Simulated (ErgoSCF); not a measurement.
# CN (SMILES [C]#N): levels of theory compared

Wanted: a comparison of 4 runs (UHF/6-31+G, UHF/def2-SVP, UB3LYP/6-31G*, UB3LYP/6-31+G*) of CN. 

The calculation is run with ErgoSCF 3.8.

5 further runs of the same task are left out: 5 set aside as unsound or not needed.

## 1. The molecule

The species is CN (2 atoms), meant as a doublet with charge 0. SMILES: `[C]#N`. Geometry: relaxed at PBE0-D4/def2-TZVP.

Bond lengths: C1–N2 1.160 Å.

## 2. The energy at UHF/6-31+G (run 1)

Input file run.inp:

```
set_nthreads(1)
molecule_inline
C      0.93654827    -0.30311207     0.48225811
N     -0.93654827     0.30311207    -0.48225811
EOF
scf.max_number_of_iterations = 100
tmpdir = "."
scf.output_mulliken_pop = 1
basis = "6-31+G"
spin_polarization = 1
run "HF"
```

The run is started by

```sh
$ ergo < run.inp
```

The program printed:

```text
[...]
INSC SCF_general constructor, number of basis functions: 26
[...]
INSC Energy   1 =        -44.11630912081
[...]
INDE PURIFICATION CONVERGED after 31 iterations
[...]
INDE PURIFICATION CONVERGED after 24 iterations
[...]
INDE PURIFICATION CONVERGED after 23 iterations
[...]
INDE E(LUMO) - E(HOMO) <=          0.54579619392 =         14.85187111527 eV
[...]
INSC Energy  21 =        -92.16513963128  ( diff     -0.000000000013216 )
[...]
RESC CONVERGED after  21 iterations.
RESC FINAL ENERGY:        -92.16513963128
RESC FINAL <S2> =          1.21700054702
[...]
INSC SCF: dipole_moment_x [atomic units] =       0.77891452
INSC SCF: dipole_moment_y [atomic units] =      -0.25209421
INSC SCF: dipole_moment_z [atomic units] =       0.40108754
[...]
```

It took 2.5 s on 1 thread of Arm Neoverse V1, shared host; peak memory 0.26 GiB.

## 3. A single-point energy at UHF/def2-SVP (run 2)

Input file run.inp:

```
set_nthreads(1)
scf.output_mulliken_pop = 1
scf.use_diagonalization = 1
spin_polarization = 1
basis = "def2-SVP"
tmpdir = "."
scf.max_number_of_iterations = 120
molecule_inline Angstrom
C      0.495600    -0.160400     0.255200
N     -0.495600     0.160400    -0.255200
EOF
run "HF"
```

The basis set def2-SVP is read from a file made from the Basis Set Exchange's data (not shown).

The run is started by

```sh
$ ergo < run.inp
```

The program printed:

```text
[...]
INSC SCF_general constructor, number of basis functions: 28
[...]
INSC Energy   1 =        -37.10783691478
[...]
INDE E_LUMO =         -0.01880111777
[...]
INSC Energy  25 =        -92.12907542325  ( diff     -0.000000000256421 )
[...]
RESC CONVERGED after  25 iterations.
RESC FINAL ENERGY:        -92.12907542325
RESC FINAL <S2> =          1.13016763357
[...]
INSC SCF: dipole_moment_x [atomic units] =       0.73647360
INSC SCF: dipole_moment_y [atomic units] =      -0.23835828
INSC SCF: dipole_moment_z [atomic units] =       0.37923338
[...]
```

Wall time 3.6 s (1 thread of Arm Neoverse V1, shared host); peak memory 0.26 GiB.

Run 3 isn't shown in full; the table further down has it.

## 4. A single-point energy at UB3LYP/6-31+G(d) (spherical functions) (run 4)

Input file geom.xyz:

```xyz
2
CN
C      0.495600    -0.160400     0.255200
N     -0.495600     0.160400    -0.255200
```

Input file input.ego:

```
set_nthreads("env")
XC.radint = 1e-11
charge = 0
scf.max_number_of_iterations = 120
basis = "6-31+G*"
scf.output_mulliken_pop = 1
spin_polarization = 1
XC.sparse_mode = 0
XC.angint = 41
scf.use_diagonalization = 1
tmpdir = "."
molecule "geom.xyz"
run "B3LYP-G"
```

The basis set 6-31+G* is read from a file made from the Basis Set Exchange's data (not shown).

The run is started by

```sh
$ ergo < input.ego
```

The program printed:

```text
[...]
INDF Weighted mixed functional:
[...]
INSC Energy   1 =        -36.07641358716
[...]
INDE E_LUMO =         -0.25619144320
[...]
INSC Energy  32 =        -92.71418015140  ( diff     -0.000000000000568 )
[...]
RESC CONVERGED after  32 iterations.
RESC FINAL ENERGY:        -92.71418015140
RESC FINAL <S2> =          0.75765054414
[...]
INSC SCF: dipole_moment_x [atomic units] =       0.46793995
INSC SCF: dipole_moment_y [atomic units] =      -0.15144788
INSC SCF: dipole_moment_z [atomic units] =       0.24095686
[...]
```

It took 9.6 s on 1 thread of Arm Neoverse V1, shared host; peak memory 0.26 GiB.

## 5. Overview of the runs

```csv
run,level,solver,iteration cap,energy (Eh),dipole moment (D),⟨S²⟩,wall time
1,UHF/6-31+G,purification,100,-92.165140,2.32,1.217,2.5 s
2,UHF/def2-SVP,diagonalisation,120,-92.129075,2.19,1.130,3.6 s
3,UB3LYP/6-31G* (spherical functions),diagonalisation,120,-92.708408,1.28,0.757,4.8 s
4,UB3LYP/6-31+G* (spherical functions),diagonalisation,120,-92.714180,1.39,0.758,9.6 s
```

## 6. Results

```
            quantity         value
 run 4: total energy  -92.71418 Eh
run 4: dipole moment        1.39 D
         run 4: ⟨S²⟩         0.758
```

In words: The dipole moment (its size) runs from 1.28 D (UB3LYP/6-31G*) to 2.32 D (UHF/6-31+G). The two ends differ in method and basis. Spin contamination of the reference: run 1 ⟨S²⟩ = 1.22, run 2 ⟨S²⟩ = 1.13. All runs together took 21 s, the longest 9.6 s.
